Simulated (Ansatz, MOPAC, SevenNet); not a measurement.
## Ladder of methods for the lattice constant a of diamond-structure Ge

Reference value: 5.644 Å (measured, static lattice: zero-point anharmonic expansion removed; as tabulated in Mejia-Rodriguez and Trickey (2018), arXiv:1807.09216).

```csv
level (code),value (Å),error (%)
PM6 semi-empirical Hartree-Fock (MOPAC) (MOPAC),5.644,0.00
SevenNet-l3i5 (SevenNet),5.750,+1.88
LDA (Ansatz),5.621,-0.41
PBE (Ansatz),5.761,+2.07
rVV10 (Ansatz),5.803,+2.82
r²SCAN (Ansatz),5.675,+0.55
r²SCAN+rVV10 (Ansatz),5.655,+0.19
HSE06 (Ansatz),5.685,+0.73
```

Of these levels PM6 semi-empirical Hartree-Fock (MOPAC) (0.00 %) comes nearest. Farthest off: rVV10 (+2.82 %). Within 1 %: PM6 semi-empirical Hartree-Fock (MOPAC), LDA, r²SCAN, r²SCAN+rVV10, HSE06. The lowest first-principles rung that does so: DFT without exact exchange (LDA, r²SCAN, r²SCAN+rVV10).

PM6 semi-empirical Hartree-Fock (MOPAC): the method was fitted mainly to molecules. PM6 semi-empirical Hartree-Fock (MOPAC): the run uses a supercell at the zone centre in place of a k mesh. Cutoffs and k meshes differ between the levels. Ansatz's density-functional and Hartree–Fock values are scalar-relativistic unless marked +SOC, with PAW data made under PBE.

Machine-learned potentials (SevenNet-l3i5) are trained on DFT data, which may include these solids.

Differences are worked out from the printed values.

Ansatz is a program for electronic structure.
